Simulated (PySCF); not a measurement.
Start geometry of acetylene (`C#C`) from GFN2-xTB (Å):
```
atom  x, y, z in Å
C1     0.540   -0.006    0.577
C2    -0.534    0.008    0.056
H3     1.484   -0.017    1.035
H4    -1.479    0.020   -0.402
```

Question: What comes out of this run: PBE/6-31+G* geometry optimisation, gas phase (PySCF 2.14.0)?

Answer: 
```
atom  x, y, z in Å
C1     0.550   -0.006    0.581
C2    -0.547    0.008    0.052
H3     1.518   -0.018    1.049
H4    -1.515    0.020   -0.416
```

The energy falls by 0.058 eV over 3 energy and gradient evaluations, the largest force component goes from 0.0285 to 6.6e-05 Eh/bohr, and the atoms move by 0.028 Å rms after alignment. Among the bonds, C1≡C2, C1–H3 and C2–H4 change most and about equally (+0.025 to +0.026 Å). Bonds longer at the end by more than 0.005 Å: 3 of 3; shorter: 0. The orientation of the end geometry is arbitrary; only internal coordinates are fixed.

The run used 40 basis functions and 18 SCF cycles in all. The run took 1.3 s wall on one thread of an Arm Neoverse V2, shared host with 192 logical CPUs at a one-minute load of 196, and the process peaked at 0.23 GiB of memory.

Not checked by PBE/6-31+G* frequencies.
